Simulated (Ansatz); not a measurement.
**Silane (SiH4): one species, many methods**

An exercise on one series of results from a longer session: the logs are not shown, and one member is left open.

Computed with Ansatz 0.2.0, Gaussian basis. Level: functionals in def2-TZVPP, the program's frozen cores in correlated methods.

Plan: LDA (SPW92), PBE-D4, revPBE-D4, BLYP-D4, r2SCAN-D4, B97M-V, PBE0-D4, B3LYP-D4, r2SCANh-D4, r2SCAN0-D4, HSE06-D4, BHLYP-D4, CAM-B3LYP-D4, LC-ωPBE, ωB97X-V, ωB97M-V, B2PLYP, PBE-QIDH; CCSD(T)/def2-SVP; CCSD(T)/def2-TZVPP; CCSD(T)/def2-QZVPP; extrapolation to the limit; RPA on PBE.

## Structure used throughout

All runs share one geometry, relaxed beforehand with PBE0-D4 in a triple-zeta def2 set.

SMILES `[SiH4]`, 5 atoms, charge 0, spin multiplicity 1.

Atoms are counted from 1 here; the program's logs count them from 0.

Bond lengths: Si1–H2 1.485 Å, Si1–H3 1.485 Å, Si1–H4 1.485 Å, Si1–H5 1.485 Å. Angles: H2–Si1–H3 109.5°, H2–Si1–H4 109.5°, H2–Si1–H5 109.5°, H3–Si1–H4 109.5°, H3–Si1–H5 109.5°, H4–Si1–H5 109.5°.

As a file:

| atom | x (Å) | y (Å) | z (Å) |
| --- | --- | --- | --- |
| Si1 | 0.0000 | 0.0000 | -0.0001 |
| H2 | 0.9676 | -0.6884 | 0.8909 |
| H3 | -1.3310 | 0.0449 | 0.6560 |
| H4 | -0.1051 | -0.7403 | -1.2826 |
| H5 | 0.4685 | 1.3838 | -0.2642 |

The first run:

in.yaml

```yaml
crystal:
  periodic: [false, false, false]
  atoms:
    - {symbol: Si, position_ang: [-0.000002, 0.000025, -0.000066]}
    - {symbol: H, position_ang: [0.967630, -0.688444, 0.890873]}
    - {symbol: H, position_ang: [-1.331043, 0.044935, 0.655998]}
    - {symbol: H, position_ang: [-0.105079, -0.740349, -1.282645]}
    - {symbol: H, position_ang: [0.468493, 1.383843, -0.264159]}
basis:
  gaussian: {orbitals: def2-TZVPP}
hamiltonian: {xc: lda}
output: {orbitals: {seedname: orbitals}}
```

The run is started by

```
$ ansatz run in.yaml --threads 2 --pin off --events-out ev --progress --plain --max-ram 32768MiB --backend cpu
```

Among the steps run: LDA; PBE-D4 (GGA); revPBE-D4 (GGA); BLYP-D4 (GGA); r2SCAN-D4 (meta-GGA); B97M-V (meta-GGA); B3LYP-D4 (hybrid); r2SCANh-D4 (hybrid); r2SCAN0-D4 (hybrid); HSE06-D4 (hybrid); BHLYP-D4 (hybrid); CAM-B3LYP-D4 (range-separated); LC-ωPBE (range-separated); ωB97X-V (range-separated); ωB97M-V (range-separated); B2PLYP (double hybrid); PBE-QIDH (double hybrid).

One table of the session follows, with a row left open; its other results are not shown here.

It belongs to the step «Orbital energies across the functionals». 

| functional | HOMO (eV) | LUMO (eV) | gap (eV) |
| --- | --- | --- | --- |
| LDA (SPW92) | -8.52 | 0.06 | 8.57 |
| PBE-D4 | -8.51 | 0.22 | 8.73 |
| revPBE-D4 | ? | ? | ? |
| BLYP-D4 | -8.43 | 0.33 | 8.76 |
| r2SCAN-D4 | -8.86 | 0.70 | 9.57 |
| B97M-V | -8.94 | 0.31 | 9.24 |
| PBE0-D4 | -9.86 | 1.06 | 10.92 |
| B3LYP-D4 | -9.66 | 0.83 | 10.49 |
| r2SCANh-D4 | -9.35 | 0.98 | 10.33 |
| r2SCAN0-D4 | -10.09 | 1.37 | 11.46 |
| HSE06-D4 | -9.45 | 0.69 | 10.14 |
| BHLYP-D4 | -11.16 | 1.87 | 13.02 |
| CAM-B3LYP-D4 | -11.31 | 2.02 | 13.33 |
| LC-ωPBE | -12.74 | 3.17 | 15.91 |
| ωB97X-V | -12.36 | 3.06 | 15.42 |
| ωB97M-V | -12.14 | 2.71 | 14.86 |

Q: Estimate the row for revPBE-D4 from the others.

As computed: HOMO (eV): -8.50; LUMO (eV): 0.29; gap (eV): 8.79. In the column «HOMO (eV)» it lies between PBE-D4 (-8.51) and BLYP-D4 (-8.43).
